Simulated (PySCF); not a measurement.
Species: C5H13N.
Structure used (PBE0-D3(BJ)/def2-TZVP), in Å, numbered top down from 1:
```xyz
19
C5H13N angstrom
C      0.9278    0.9928    0.9709
C      0.6268   -0.3719    0.3533
C      1.6990   -0.7588   -0.6527
N     -0.7069   -0.5029   -0.2282
C     -1.7574   -0.5141    0.7576
C     -1.0038    0.4224   -1.2947
H      1.8944    0.9724    1.4795
H      0.9756    1.7723    0.2061
H      0.1730    1.2824    1.7052
H      0.6550   -1.1157    1.1585
H      1.8275    0.0049   -1.4240
H      1.4406   -1.7008   -1.1394
H      2.6624   -0.8765   -0.1518
H     -1.5297   -1.2469    1.5356
H     -2.6988   -0.8061    0.2849
H     -1.9248    0.4620    1.2470
H     -0.2264    0.3915   -2.0590
H     -1.1145    1.4681   -0.9582
H     -1.9441    0.1312   -1.7696
```

The closed-shell ground state was solved at several levels (PySCF, density fitting, gas phase, non-relativistic). One conformer (not necessarily the lowest) at the PBE0-D3(BJ)/def2-TZVP geometry, without solvent, vibrations or thermal averaging.

| level | basis functions | total energy (Eh) | HOMO (eV) | LUMO (eV) | gap (eV) | dipole (D) |
| --- | --- | --- | --- | --- | --- | --- |
| PBE0/pcSseg-2 | 398 | -252.8791 | -5.96 | 0.57 | 6.53 | 0.54 |
| wB97X-D/pcSseg-2 | 398 | -253.1117 | -7.81 | 2.23 | 10.04 | 0.58 |
| B97-2/pcSseg-2 | 398 | -253.0983 | -5.71 | 0.61 | 6.32 | 0.54 |

Q: What might KT3/pcSseg-2 (398 basis functions) give for the same quantities?

A: Total energy -257.2315 Eh, HOMO -4.78 eV, LUMO -0.29 eV, gap 4.49 eV, dipole 0.46 D.

Q: Over all these levels, which gives the widest orbital gap and which the narrowest?

A: wB97X-D/pcSseg-2 (range-separated hybrid) has the widest, 10.04 eV, and KT3/pcSseg-2 (GGA) the narrowest, 4.49 eV. From the narrowest to the widest the HOMO moves by -3.03 eV and the LUMO by +2.52 eV.

Q: In the pcSseg-2 basis, how does the gap go with the fixed share of exact exchange?

A: KT3 (0 %) 4.49 eV; B97-2 (21 %) 6.32 eV; PBE0 (25 %) 6.53 eV. Each rise in the share widens the gap here.

Q: How far do the dipole and the HOMO energy spread over the levels?

A: The dipole runs from 0.46 to 0.58 D (mean 0.53 D) and the HOMO from -7.81 to -4.78 eV.

The pairwise dispersion term of wB97X-D wasn't added to the energies; at a given geometry it leaves orbitals and properties as they are.
